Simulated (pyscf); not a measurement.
Elementary routes open to H₃Ge–SeH + hydrogen chloride (HCl) in the gas phase (singlet surface):
A. Cl–GeH₂–SeH + hydrogen (H₂) (Ge–H, Cl–H broken; Cl–Ge, H–H formed)
B. H₂Se + Cl–GeH₃ (Ge–Se, Cl–H broken; H–Se, Cl–Ge formed)

Single points on ωB97X-D3(BJ)/def2-SVP structures (PySCF, gas phase).

**Question.** Rank the routes by free-energy barrier at 1200 K, lowest first, for ωB97M-D3(BJ)/def2-TZVP energies (ideal gas, 1 atm, RRHO with modes under 100 cm⁻¹ raised to 100, one conformer, R ln 2 for chiral ones without a mode under 150 cm⁻¹).

**Answer.** B (69.7 kcal/mol), A (77.3 kcal/mol)

Route B is the fastest of these, ahead of the next by 7.6 kcal/mol. The most stable products are those of A (ΔG = -8.9 kcal/mol), whose barrier is 7.6 kcal/mol higher: the kinetic and the thermodynamic product differ. At 298 K B is still the fastest. B: On the reactant side the descent ends in a complex, 4.9 kcal/mol under the separated species and 34.0 kcal/mol under the saddle at ωB97X-D3(BJ)/def2-TZVP. Only these routes are compared; each barrier is that of the saddle found, and lower ones may exist. Elements up to Kr have no core potential and no relativistic terms here.
